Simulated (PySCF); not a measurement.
Compound: (CH3)2PPF2, C2H6F2P2.
SMILES with atom numbers: `[CH3:1][P:2]([CH3:3])[P:4]([F:5])[F:6]` (hydrogens: H7, H8, H9 on C1; H10, H11, H12 on C3)

Structure used (PBE0-D3(BJ)/def2-SVP), in Å, numbered top down from 1:
```
atom  x, y, z in Å
C1    -0.5060   -1.3297   -0.7075
P2    -0.1148   -0.3058    0.7918
C3     1.5855    0.2977    0.3556
P4    -1.1978    1.4941    0.0483
F5    -2.6858    0.8858    0.2411
F6    -1.1103    2.3787    1.3979
H7     0.0764   -2.2617   -0.6589
H8    -0.2798   -0.8270   -1.6622
H9    -1.5729   -1.5969   -0.6852
H10    1.8773    1.0924    1.0589
H11    1.6727    0.6782   -0.6746
H12    2.2948   -0.5343    0.4834
```

Jobs on this species (12 atoms, 66 electrons) with PySCF (density fitting). Hardware of each: one thread, Arm Neoverse V1 (aarch64), shared host. The host was shared with other jobs, so the times are rough. Peak memory is the resident size of the whole Python process, interpreter and libraries included.

```
                level and settings                                                          work  basis functions  SCF cycles  wall time  peak memory
                 mPW1PW91/pcSseg-1                                                    shieldings              146           ?          ?            ?
                     PBE0/pcSseg-1                                                    shieldings              146           ?          ?            ?
                      KT3/pcSseg-1                                                    shieldings              146          16       19 s     0.79 GiB
                    B3LYP/pcSseg-1                                                    shieldings              146          13       12 s     0.85 GiB
                    B97-D/pcSseg-1                                                    shieldings              146          15       18 s     0.79 GiB
                      KT2/pcSseg-1                                                    shieldings              146          16       18 s     0.79 GiB
PBE0-D3(BJ)/def2-SVP, grid level 1  geometry optimisation from a GFN2-xTB start shaken at random              122          33       28 s     0.51 GiB
```

Question: Fill in the missing figures.

Answer: 
- mPW1PW91/pcSseg-1; shieldings: 11 s, 0.85 GiB, 12 SCF cycles
- PBE0/pcSseg-1; shieldings: 11 s, 0.79 GiB, 12 SCF cycles

Question: What do all jobs in the table cost together?

Answer: About 1.9 min; the longest takes about 24 % of that, and about 2.5 times as long as the shortest.
